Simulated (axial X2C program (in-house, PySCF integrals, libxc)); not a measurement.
**Working with the constants of LiMg⁻**

A bond curve at the PBE0 level, 2c, was computed with an in-house relativistic program for diatomic molecules (basis Mg dyall-av3z [10s9p6d4f], Li dyall-av3z [9s9p3d] (cores contracted in-house)) for the state Ω = 0 (closed shell). Its fit gives Re = 3.4351 Å, ωe = 141.8 cm⁻¹, ωexe = 2.04 cm⁻¹ and αe = 6.021e-03 cm⁻¹; the masses are 23.9850 and 7.0160 u. Two-component means X2C with spin–orbit coupling and atomic mean-field Coulomb and Gaunt terms.

Find the reduced mass, Be and the force constant.

From the PBE0 values: μ = 5.4282 u. Be = 16.8576/(μ Re²) = 0.2632 cm⁻¹. k = 5.8918×10⁻⁷ μ ωe² = 0.0643 mdyn/Å.

A Morse curve ties αe to the other constants (Pekeris). How well does that hold?

αe(Morse) = 6Be²/ωe × (√(ωexe/Be) − 1) = 5.229e-03 cm⁻¹; the PBE0 curve gives 6.021e-03 cm⁻¹, a ratio of 0.87.

Give B0, the J = 1←0 line in GHz and the most populated J at 300 K (kT = 208.5 cm⁻¹).

B0 = Be − αe/2 = 0.2602 cm⁻¹; 2B0 = 15.6 GHz; J(max) ≈ √(kT/2B0) − 1/2 = 19.5, so J = 20.

Estimate the centrifugal constant by the Kratzer relation.

D = 4Be³/ωe² = 3.63e-06 cm⁻¹.

Estimate De from a Morse curve and compare with the computed well depth of 0.373 eV to Mg + Li-.

De(Morse) = ωe²/(4ωexe) = 0.306 eV against 0.373 eV computed, a ratio of 0.82. The extrapolation falls short: long-range attraction (ionic or ion–induced dipole) or a change of character along the curve can cause this.

One determinant describes the state; a PBE0 search over occupations chose it and may have missed a lower one. Dissociation energies refer to the lowest single-determinant-based atoms at the same level and basis. Other states lie close and PBE0, whose exact exchange favours high spin, may order them wrongly; the determinant shown need not be the ground state. The nearest other 2c determinant of the search, Ω = 1, lies 0.34 eV up at the distance of the search. The highest occupied level of some functionals is positive through self-interaction error; at Hartree–Fock it is bound.
